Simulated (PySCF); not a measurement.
One ligand Y is varied and pulled off as a radical: Hf(F)3–Y. All species are isolated molecules in the gas phase. One relaxed conformer stands for each flexible species; it need not be the lowest. Multiplicities are imposed; where one is given, others were not computed. Strings in code marks are SMILES.

These are PBE-D3(BJ)/def2-TZVP // PBE-D3(BJ)/def2-SVP in PySCF 2.14.0 values and carry that method's errors. All candidates: neutral, multiplicity 2. 

dipole moment: 0.00 D
highest occupied spin orbital: -5.38 eV

**Question.** Which member has these values?
A) `[NH2]`
B) `[CH3]`
C) `[OH]`
D) [Hf(F)3]

**Answer.** B, `[CH3]`. The others give `[OH]`: 1.73 D, -7.14 eV; `[NH2]`: 1.92 D, -7.20 eV; [Hf(F)3]: 0.02 D, -5.11 eV
